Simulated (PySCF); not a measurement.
Species: sulfur difluoride, SF2.
SMILES with atom numbers: `[F:1][S:2][F:3]`

Linear response at wB97X-D/def2-SVPD (PySCF, frozen core in the response, non-relativistic). Isolated species at its PBE0-D3(BJ)/def2-SVP geometry, gas phase.

Static isotropic polarisability: 23.52 au (3.48 Å³), principal values 21.2, 23.2, 26.1 au.

What is the polarisability at 1064 nm and at the sodium D line?

23.69 au at 1064 nm (+0.7 %), 24.11 au at 589.3 nm (+2.5 %). The rise at 589.3 nm is 3.38 times that at 1064 nm; a pure ω² law gives 3.26. The lowest singlet lies at 358 nm, shorter than both wavelengths.

What is the isotropic C6 coefficient between two such molecules, C6 = (3/π)∫α(iω)² dω?

256.1 au (Eh·bohr⁶) by a ten-point quadrature over imaginary frequencies, which is 153 eV·Å⁶ or 14.8 J·nm⁶/mol.

Which effective excitation energy ω̄ makes London's formula C6 = (3/4)α²ω̄ exact here?

ω̄ = 4·C6/(3α²) = 0.618 Eh = 16.8 eV. A one-pole form α(ω) = α/(1 − ω²/ω̄²) fitted to the 1064 nm value gives 13.6 eV. London's choice of the ionisation energy (10.58 eV, ΔSCF at the same level) gives C6 = 161 au, 37 % too low.

What does −C6/R⁶ come to at R = 6 Å between centres?

-320 J/mol. This is the leading, orientation-averaged term; C8 and higher terms are left out.

What molar refraction at the D line follows from R = (4π/3)·N_A·α′, with α′ the polarisability volume?

α′ = 3.57 Å³ gives R = 9.01 cm³/mol, for isolated, non-vibrating species.

How anisotropic is the static polarisability, by Δα² = ½[(α1 − α2)² + (α2 − α3)² + (α3 − α1)²]?

Δα = 4.3 au, or 0.18 of the isotropic value.

What three-body coefficient follows from the one-pole estimate C9 = (3/4)·α·C6?

4520 au. This is an estimate from the two numbers above, not a computed integral.

How many electrons N does the Slater–Kirkwood formula C6 = (3/4)·√N·α^(3/2) need to give this C6?

N = (4·C6/3)²/α³ = 9.0; the species has 34 electrons in all.

What n − 1 at the D line would an ideal gas of it have at 273.15 K and 1 atm (2.6868 × 10¹⁹ cm⁻³), by n − 1 = 2π·N·α′?

6.03 × 10⁻⁴, a formal value whether or not that pressure can be reached.

Note: wB97X-D ran without an empirical dispersion term, which enters the total energy and its gradient alone.
